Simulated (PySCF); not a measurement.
C₄H₃S (doublet state).
SMILES with atom numbers: `[CH2:1][C:2]#[C:3][CH:4]=[S:5]` (hydrogens: H6, H7 on C1; H8 on C4)

Method: UKS B3LYP, pcH-1 on C H S, non-relativistic, mean-field spin-orbit, GIAO (PySCF). Geometry: GFN2-xTB; no solvent, vibrations or thermal averaging. The geometry wasn't refined by DFT: couplings that depend on bond lengths, twists or pyramidal angles can differ widely from those at the functional's own minimum, by a factor of two or more for some ions and for spin on atoms past the first row.

Output of the driver script. Atoms in this output count from 0.

```
UKS, coarse grid
  cycle   1  E = -552.29102429  |g| = 2.01e-01
  cycle   2  E = -552.27795696  |g| = 2.42e-01
  cycle   3  E = -552.31402512  |g| = 8.72e-02
  cycle   4  E = -552.31808498  |g| = 3.10e-02
  cycle   5  E = -552.31880041  |g| = 1.41e-02
  cycle   6  E = -552.31898305  |g| = 8.76e-03
  cycle   7  E = -552.31907043  |g| = 5.41e-03
  cycle   8  E = -552.31909440  |g| = 2.81e-03
  cycle   9  E = -552.31910351  |g| = 4.53e-04
UKS, final grid
  cycle   1  E = -552.31909677  |g| = 4.87e-04
  cycle   2  E = -552.31909656  |g| = 9.05e-04
  cycle   3  E = -552.31909706  |g| = 1.76e-04
  cycle   4  E = -552.31909710  |g| = 1.41e-04
  cycle   5  E = -552.31909714  |g| = 5.08e-05
  cycle   6  E = -552.31909714  |g| = 1.71e-05
E = -552.31909714 Eh   <S^2> = 0.7966 (exact 0.7500)
g shifts (ppm)      1          2          3
  rmc          -191       -191       -191
  gc            -10         42         39
  oz_so         -31       8021     114758
  total        -231       7871     114606
hyperfine (MHz)  atom isotope    a_iso     a_fc   dipolar eigenvalues
    0   13C      38.48      38.48    -35.82    -34.86     70.68
    1   13C     -45.05     -45.05    -20.98      1.39     19.59
    2   13C      35.20      35.20    -32.84    -21.70     54.54
    3   13C     -33.19     -33.19    -22.07      9.39     12.68
    4   33S      12.11      12.11    -54.73    -53.14    107.87
    5    1H     -33.24     -33.24    -16.00     -0.79     16.80
    6    1H     -33.28     -33.28    -16.30     -0.76     17.07
    7    1H      10.43      10.43     -3.37     -2.27      5.64
```

The run flagged its g tensor. What set off the flag, and which results does it touch?

The largest g shift is +0.115, past the limit of 0.03 at which the run flags a species of elements up to argon. The orbital-Zeeman/spin–orbit term is second order, a sum of spin–orbit matrix elements over excitation energies, so it grows and becomes less reliable as an excited state comes close; a shift of this size calls for a check with another method. The contact and dipolar couplings don't rest on that expansion, but they belong to the state that the SCF found, and a close-lying state with the spin in another orbital would have other couplings; no stability test was run. The run left out the spin–orbit part of the hyperfine coupling.

Where is the spin in this solution (atoms counted from 1)?

Largest spin populations (Mulliken): S5 (+0.60), C1 (+0.47), C3 (+0.38) and C2 (-0.21). Three atoms exceed +0.15. The positive populations add up to 1.45 and the negative ones to -0.45, together 2S = 1. The unrestricted determinant has ⟨S²⟩ = 0.7966 (exact 0.7500), 6.2 % above the value of a pure doublet state. The SMILES `[CH2]C#CC=S` draws the unpaired electron on C1, whose computed spin population is only +0.47.

Average a_iso over equivalent nuclei, turn it into first-order splittings with g = 2.0023, and give the multiplets for abundant isotopes (0.05 mT or more).

```tsv
nuclei (from 1)	isotope	I	position	a_iso (MHz)	|a| (mT)	splits into
H7	1H	1/2	1 bond from C1	-33.3	1.19	1:1 doublet
H6	1H	1/2	1 bond from C1	-33.2	1.19	1:1 doublet
H8	1H	1/2	2 bonds from C3, on C4 of spin population -0.19	10.4	0.37	1:1 doublet
```

H6 and H7 aren't averaged: C1 is flat or nearly so (angle sum 360°), and its turn about the short C1–C2 bond (1.32 Å) is taken as slow. Main spin sites, with 60 % or more of the largest population: C1, C3, S5; positions count bonds from the nearest.
